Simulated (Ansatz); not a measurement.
# H5OSi2: the cost of one run

Computed with Ansatz 0.2.0. Level: RKS CAM-B3LYP-D4/def2-SVPD.

## (1) Starting geometry

SMILES `[O-][SiH2][SiH3]`, 8 atoms, charge -1, spin multiplicity 1.

Atoms are counted from 1 here; the program's logs count them from 0.

Bond lengths: O1–Si2 1.605 Å, Si2–Si3 2.406 Å, Si2–H4 1.544 Å, Si2–H5 1.544 Å, Si3–H6 1.520 Å, Si3–H7 1.527 Å, Si3–H8 1.520 Å. Angles: O1–Si2–Si3 115.0°, O1–Si2–H4 118.2°, O1–Si2–H5 118.2°, Si3–Si2–H4 100.5°, Si3–Si2–H5 100.5°, H4–Si2–H5 101.3°, Si2–Si3–H6 114.7°, Si2–Si3–H7 115.3°, Si2–Si3–H8 114.7°, H6–Si3–H7 103.4°, H6–Si3–H8 103.7°, H7–Si3–H8 103.4°.

Geometry (Å):

```xyz
8
charge -1, multiplicity 1
O    -2.2070    1.1007   -0.2288
Si   -0.7647    0.6748   -0.7887
Si    0.5924   -0.5808    0.7506
H    -0.7044   -0.2413   -2.0305
H     0.2231    1.7927   -1.1880
H     0.9183    0.1431    2.0473
H     1.9630   -0.9972    0.2226
H    -0.0206   -1.8921    1.2156
```

This geometry comes from a loose relaxation at PBE in a small basis, which is not shown.

## (3) Plan of the scan

First coordinate, bond length Si2–H5: 11 values from 1.342 to 1.906 Å. Second coordinate, angle H4–Si2–H5: 11 values from 56.5 to 146.5 °.

Nothing else is relaxed (all other coordinates rigid). Energies count from the relaxed molecule at the same level. Points are written as (first, second).

(The set-up runs are not shown.)

## (4) The run at (1.680 Å, 83.5°)

input.yaml reads:

```yaml
crystal:
  periodic: [false, false, false]
  atoms:
    - { symbol: O, position_ang: [-2.174013, 1.088003, -0.23033] }
    - { symbol: Si, position_ang: [-0.751794, 0.666605, -0.782852] }
    - { symbol: Si, position_ang: [0.586972, -0.579315, 0.75335] }
    - { symbol: H, position_ang: [-0.396494, 0.102521, -2.153955] }
    - { symbol: H, position_ang: [0.314464, 1.888764, -1.220825] }
    - { symbol: H, position_ang: [0.908921, 0.142385, 2.032667] }
    - { symbol: H, position_ang: [1.938068, -0.980189, 0.213821] }
    - { symbol: H, position_ang: [-0.021321, -1.878196, 1.204946] }
total_charge: -1
basis:
  gaussian: { orbitals: def2-SVPD }
hamiltonian:
  xc: { name: CAM-B3LYP }
  dispersion: d4
output:
  forces: true
```

Command:

```
$ ansatz run input.yaml --threads 1 --pin off --max-ram 2560MiB --backend cpu --events-out ev --progress --plain --runs-dir out
```

Q: Estimate wall time and peak memory on 1 thread of Arm Neoverse V2, shared host.

About 3.8 s, with a peak of 0.24 GiB.
